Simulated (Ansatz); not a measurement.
fcc Pt was calculated with PBEsol-D3(BJ) in Ansatz (PAW).

Settings: plane-wave cutoff 520 eV, 24×24×24 k mesh, Fermi–Dirac smearing 0.05 eV, scalar-relativistic PAW data made under PBE.

Computed points:

```tsv
V (Å³/atom)	E − E_lowest (meV/atom)	P (GPa)
13.753	58.69	22.90
14.046	24.90	14.28
14.338	5.92	6.67
14.631	0.00	-0.05
14.923	5.60	-5.96
15.216	21.35	-11.18
15.509	46.04	-15.76
```

Question: What bulk modulus B0 and pressure derivative B′ does a third-order Birch–Murnaghan fit give?

Answer: V0 = 14.629 Å³/atom, B0 = 315 GPa, B′ = 5.3 (fit to the energies at full precision).

Measured, for comparison: bulk modulus 289 GPa (corrected for temperature and zero-point phonon effects; as tabulated in Levämäki et al. (2014), arXiv:1402.3671); equilibrium volume per atom 14.98 Å³/atom (static lattice: zero-point anharmonic expansion removed; as tabulated in Mejia-Rodriguez and Trickey (2018), arXiv:1807.09216). Computed (rounded) less measured: bulk modulus +9 %, equilibrium volume per atom -2.3 %.

Spin–orbit coupling is not included.

Ansatz is a quantum-chemistry and plane-wave program.
